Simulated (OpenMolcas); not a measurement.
**AlNH4 (SMILES [NH2][AlH2]): a chain of runs**

We compute the energy (UHF/STO-3G), then a single-point energy (CASSCF(2,2)/STO-3G), then the energy (CASPT2(2,2)/STO-3G), then the energy (SC-NEVPT2(2,2)/STO-3G), then a single-point energy (MRCI(2,2)/STO-3G) of AlNH4. 

Program for the calculation: OpenMolcas 26.06.

### 1 Starting point

AlNH4 has 6 atoms, charge 0, and is taken as a singlet. As SMILES, `[NH2][AlH2]`. The N1–H3 distance was set to 2.028 Å, away from the relaxed value. At this shape a bond of the SMILES string is far longer than usual.

Bond lengths: N1–Al2 1.774 Å, N1–H4 1.015 Å, Al2–H5 1.541 Å, Al2–H6 1.541 Å. Angles: N1–Al2–H5 122.2°, N1–Al2–H6 121.7°, Al2–N1–H4 125.8°, H5–Al2–H6 116.2°.

### 2 A single-point energy at UHF/STO-3G (run 1)

File mol.xyz:

```xyz
6

N     -0.478368    -0.302428     0.667620
Al    -0.535728     1.463772     0.509230
H      0.544950    -1.604770    -0.502640
H     -0.961548    -0.850988     1.371740
H     -0.417928     2.169342    -0.856020
H     -0.709728     2.380982     1.735780
```

File step1.input:

```
* AlH4N Hartree-Fock
>>> EXPORT MOLCAS_PRINT=2

&GATEWAY
  BasLib=$CurrDir
  Coord=mol.xyz
  Basis=STO-3G
  Group=NoSym

&SEWARD

&SCF
  UHF
  Scramble=0.25
  PrOrbitals=1 1
```

The basis set STO-3G is read from a file made from the Basis Set Exchange's data (not shown).

Run with:

```sh
export MOLCAS_MEM=1860
pymolcas step1.input > step1.log
```

Standard output:

```text
--- Start Module: gateway ---
[...]
--- Stop Module: gateway /rc=_RC_ALL_IS_WELL_ ---
--- Start Module: seward ---
[...]
      Basis functions           18
--- Stop Module: seward /rc=_RC_ALL_IS_WELL_ ---
--- Start Module: scf ---
[...]
       Convergence after  46 Iterations
[...]
::    Total SCF energy                               -294.9150970508
[...]
      Total spin, S                                     0.6084311164
[...]
      Total electronic charge=   24.000000
      Total            charge=   -0.000000
[...]
      Dipole Moment (debye):
      Origin of the operator (angstrom)=   -0.5045    0.8302    0.5521
                   X= -8.8870E-01               Y=  4.5054E-01               Z=  6.9322E-01           Total=  1.2138E+00
      Quadrupole Moment (debye*angstrom):
[...]
--- Stop Module: scf /rc=_RC_ALL_IS_WELL_ ---
[...]
```

Run time: 2.1 s. Hardware: 1 thread of Arm Neoverse V2, shared host; peak memory 0.37 GiB.

### 3 A single-point energy at CASSCF(2,2)/STO-3G (run 2)

mol.xyz is that of step 2.

File step2.input:

```
&GATEWAY
 BasLib
 $CurrDir
 Coord
 mol.xyz
 Basis
 STO-3G
 Group
 NoSym

&SEWARD

&RASSCF
 FileOrb
 $CurrDir/step1.UnaOrb
 Spin
 1
 Nactel
 2 0 0
 Inactive
 11
 Ras2
 2
 OrbListing
 Nothing
 OrbAppear
 Compact
```

The basis set STO-3G is read from a file made from the Basis Set Exchange's data (not shown).

Run with:

```sh
export MOLCAS_MEM=1860
pymolcas step2.input > step2.log
```

Standard output:

```text
--- Start Module: gateway ---
[...]
--- Stop Module: gateway /rc=_RC_ALL_IS_WELL_ ---
--- Start Module: seward ---
[...]
      Basis functions           18
--- Stop Module: seward /rc=_RC_ALL_IS_WELL_ ---
--- Start Module: rasscf ---
[...]
      Number of active orbitals                  2
[...]
      Spin quantum number                      0.0
[...]
      Active orbitals                            2
[...]
      Number of CSFs                             3
[...]
      Number of root(s) required                 1
[...]
      Convergence after 15 iterations
[...]
      printout of CI-coefficients larger than  0.05 for root  1
      energy=    -294.927614
      conf/sym  11     Coeff  Weight
             1  20  -0.88086 0.77591
             3  02   0.47338 0.22409
      Natural orbitals and occupation numbers for root  1
      sym 1:   1.551825   0.448175
      ************************************************************************************************************************
      *                                                    Final results                                                     *
[...]
::    RASSCF root number  1 Total energy:   -294.92761415
[...]
      Total electronic charge=   24.000000
      Total            charge=   -0.000000
[...]
      Dipole Moment (debye):
      Origin of the operator (angstrom)=   -0.5045    0.8302    0.5521
                   X= -5.1749E-01               Y=  6.4548E-02               Z=  4.6388E-01           Total=  6.9796E-01
      Quadrupole Moment (debye*angstrom):
[...]
--- Stop Module: rasscf /rc=_RC_ALL_IS_WELL_ ---
[...]
```

It took 1.6 s on 1 thread of Arm Neoverse V2, shared host; peak memory 0.37 GiB.

### 4 The energy at CASPT2(2,2)/STO-3G (run 3)

mol.xyz is that of step 3.

File step3.inp:

```
* AlH4N CASPT2
&GATEWAY
BasLib=$CurrDir
Coord=mol.xyz
Basis=STO-3G
Group=NoSym
&SEWARD
&RASSCF
FileOrb=$CurrDir/step2.RasOrb
Spin=1
Nactel=2 0 0
Inactive=11
Ras2=2
OrbListing=Nothing
OrbAppear=Compact
&CASPT2
Imaginary=0.1
Frozen=6
```

The basis set STO-3G is read from a file made from the Basis Set Exchange's data (not shown).

Run with:

```sh
export MOLCAS_MEM=1860
pymolcas step3.inp > step3.log
```

Standard output:

```text
--- Start Module: gateway ---
[...]
--- Stop Module: gateway /rc=_RC_ALL_IS_WELL_ ---
[...]
      Basis functions           18
[...]
--- Start Module: rasscf ---
[...]
      Number of active orbitals                  2
[...]
      Spin quantum number                      0.0
[...]
      Active orbitals                            2
[...]
      Number of CSFs                             3
[...]
      Number of root(s) required                 1
[...]
      Convergence after  4 iterations
[...]
      printout of CI-coefficients larger than  0.05 for root  1
      energy=    -294.927614
      conf/sym  11     Coeff  Weight
             1  20  -0.88086 0.77591
             3  02   0.47338 0.22409
      Natural orbitals and occupation numbers for root  1
      sym 1:   1.551825   0.448175
      ************************************************************************************************************************
      *                                                    Final results                                                     *
[...]
::    RASSCF root number  1 Total energy:   -294.92761415
[...]
      Total electronic charge=   24.000000
      Total            charge=   -0.000000
[...]
      Dipole Moment (debye):
      Origin of the operator (angstrom)=   -0.5045    0.8302    0.5521
                   X= -5.1749E-01               Y=  6.4560E-02               Z=  4.6388E-01           Total=  6.9796E-01
      Quadrupole Moment (debye*angstrom):
[...]
--- Stop Module: rasscf /rc=_RC_ALL_IS_WELL_ ---
--- Start Module: caspt2 ---
[...]
 ###    WARNING: User changed nr of frozen orbitals.                         ###
 ###############################################################################
[...]
      E2 (Variational):          -0.0612527729
      Total energy:            -294.9888669248
[...]
      Reference weight:           0.97015
[...]
::    CASPT2 Root  1     Total energy:   -294.98886692
[...]
--- Stop Module: caspt2 /rc=_RC_ALL_IS_WELL_ ---
[...]
```

It took 1.5 s on 1 thread of Arm Neoverse V2, shared host; peak memory 0.37 GiB.

### 5 The energy at SC-NEVPT2(2,2)/STO-3G (run 4)

mol.xyz is that of step 4.

File step4.input:

```
>>> EXPORT MOLCAS_PRINT=2

&gateway
 baslib = $CurrDir
 coord = mol.xyz
 basis = STO-3G
 group = NoSym

&seward

&rasscf
 fileorb = $CurrDir/step2.RasOrb
 spin = 1
 nactel = 2 0 0
 inactive = 11
 ras2 = 2
 orblisting = Nothing
 orbappear = Compact

&caspt2
 sc-nevpt2
 frozen = 6
```

The basis set STO-3G is read from a file made from the Basis Set Exchange's data (not shown).

Run with:

```sh
export MOLCAS_MEM=1860
pymolcas step4.input > step4.log
```

Standard output:

```text
--- Start Module: gateway ---
[...]
--- Stop Module: gateway /rc=_RC_ALL_IS_WELL_ ---
[...]
      Basis functions           18
[...]
--- Start Module: rasscf ---
[...]
      Number of active orbitals                  2
[...]
      Spin quantum number                      0.0
[...]
      Active orbitals                            2
[...]
      Number of CSFs                             3
[...]
      Number of root(s) required                 1
[...]
      Convergence after  4 iterations
[...]
      printout of CI-coefficients larger than  0.05 for root  1
      energy=    -294.927614
      conf/sym  11     Coeff  Weight
             1  20  -0.88086 0.77591
             3  02   0.47338 0.22409
      Natural orbitals and occupation numbers for root  1
      sym 1:   1.551825   0.448175
      ************************************************************************************************************************
      *                                                    Final results                                                     *
[...]
::    RASSCF root number  1 Total energy:   -294.92761415
[...]
      Total electronic charge=   24.000000
      Total            charge=   -0.000000
[...]
      Dipole Moment (debye):
      Origin of the operator (angstrom)=   -0.5045    0.8302    0.5521
                   X= -5.1749E-01               Y=  6.4560E-02               Z=  4.6388E-01           Total=  6.9796E-01
      Quadrupole Moment (debye*angstrom):
[...]
--- Stop Module: rasscf /rc=_RC_ALL_IS_WELL_ ---
--- Start Module: caspt2 ---
[...]
 ###    WARNING: User changed nr of frozen orbitals.                         ###
 ###############################################################################
[...]
      E2 (Variational):          -0.0599363654
[...]
      E2 (Variational):          -0.0598481706
      Total energy:            -294.9874623224
[...]
      Reference weight:           0.97159
[...]
::    SC-NEVPT2 Root  1     Total energy:   -294.98746232
[...]
--- Stop Module: caspt2 /rc=_RC_ALL_IS_WELL_ ---
[...]
```

Run time: 1.5 s. Hardware: 1 thread of Arm Neoverse V2, shared host; peak memory 0.37 GiB.

### 6 A single-point energy at MRCI(2,2)/STO-3G (run 5)

mol.xyz is that of step 5.

File step5.input:

```
&gateway
baslib = $CurrDir
coord = mol.xyz
basis = STO-3G
group = NoSym
&seward
&rasscf
fileorb = $CurrDir/step2.RasOrb
spin = 1
nactel = 2 0 0
inactive = 11
ras2 = 2
orblisting = Nothing
orbappear = Compact
&motra
lumorb
frozen = 6
&guga
electrons = 12
spin = 1
inactive = 5
active = 2
ciall = 1
&mrci
sdci
```

The basis set STO-3G is read from a file made from the Basis Set Exchange's data (not shown).

Run with:

```sh
export MOLCAS_MEM=1860
pymolcas step5.input > step5.log
```

Standard output:

```text
--- Start Module: gateway ---
[...]
--- Stop Module: gateway /rc=_RC_ALL_IS_WELL_ ---
[...]
      Basis functions           18
[...]
      Number of active orbitals                  2
[...]
      Spin quantum number                      0.0
[...]
      Active orbitals                            2
[...]
      Number of CSFs                             3
[...]
      Number of root(s) required                 1
[...]
      Convergence after  4 iterations
[...]
      printout of CI-coefficients larger than  0.05 for root  1
      energy=    -294.927614
      conf/sym  11     Coeff  Weight
             1  20  -0.88086 0.77591
             3  02   0.47338 0.22409
      Natural orbitals and occupation numbers for root  1
      sym 1:   1.551825   0.448175
      ************************************************************************************************************************
      *                                                    Final results                                                     *
[...]
::    RASSCF root number  1 Total energy:   -294.92761415
[...]
      Dipole Moment (debye):
      Origin of the operator (angstrom)=   -0.5045    0.8302    0.5521
                   X= -5.1749E-01               Y=  6.4560E-02               Z=  4.6388E-01           Total=  6.9796E-01
      Quadrupole Moment (debye*angstrom):
[...]
      *** WARNING: Default frozen orbitals is overwritten by user input.
      *** Default values:   3
[...]
--- Start Module: guga ---
[...]
--- Stop Module: guga /rc=_RC_ALL_IS_WELL_ ---
--- Start Module: mrci ---
[...]
       (But an ACPF correction will be computed)
       USE THE DEFAULT ACPF G-VALUE GFAC=  0.16666666666666666
[...]
                      CI ENERGY:  -295.00813778
[...]
                ACPF CORRECTION:    -0.00408754
[...]
      Total electronic charge=   24.000000
      Total            charge=   -0.000000
[...]
     ACPF CORRECTION:     -0.00408754
[...]
  CI State   1     Total energy:   -295.00813778     QDav:     -0.00495536     QACPF:     -0.00408754
[...]
--- Stop Module: mrci /rc=_RC_ALL_IS_WELL_ ---
[...]
```

It took 1.6 s on 1 thread of Arm Neoverse V2, shared host; peak memory 0.37 GiB.

### 7 Results

| quantity | value |
| --- | --- |
| run 1, UHF/STO-3G: total energy | -294.91510 Eh |
| run 1, UHF/STO-3G: dipole moment | 1.21 D |
| run 1, UHF/STO-3G: HOMO energy | -6.51 eV |
| run 1, UHF/STO-3G: LUMO energy | 7.72 eV |
| run 1, UHF/STO-3G: HOMO–LUMO gap | 14.24 eV |
| run 1, UHF/STO-3G: ⟨S²⟩ | 0.979 |
| run 2, CASSCF(2,2)/STO-3G: total energy | -294.92761 Eh |
| run 2, CASSCF(2,2)/STO-3G: dipole moment (CASSCF density) | 0.70 D |
| run 3, CASPT2(2,2)/STO-3G: total energy | -294.98887 Eh |
| run 3, CASPT2(2,2)/STO-3G: dipole moment (CASSCF density) | 0.70 D |
| run 4, SC-NEVPT2(2,2)/STO-3G: total energy | -294.98746 Eh |
| run 4, SC-NEVPT2(2,2)/STO-3G: dipole moment (CASSCF density) | 0.70 D |
| run 5, MRCI(2,2)/STO-3G: total energy | -295.00814 Eh |
| run 5, MRCI(2,2)/STO-3G: dipole moment (CASSCF density) | 0.70 D |

**Reading.** ⟨S²⟩ (run 1, UHF/STO-3G) is 0.98 where a pure singlet has 0.00: the reference is spin-contaminated. Mulliken charges (run 1, UHF/STO-3G) run from -0.50 on N1 to +0.96 on Al2. Mulliken charges (run 5, MRCI(2,2)/STO-3G) of the CASSCF density run from -0.53 on N1 to +0.98 on Al2.
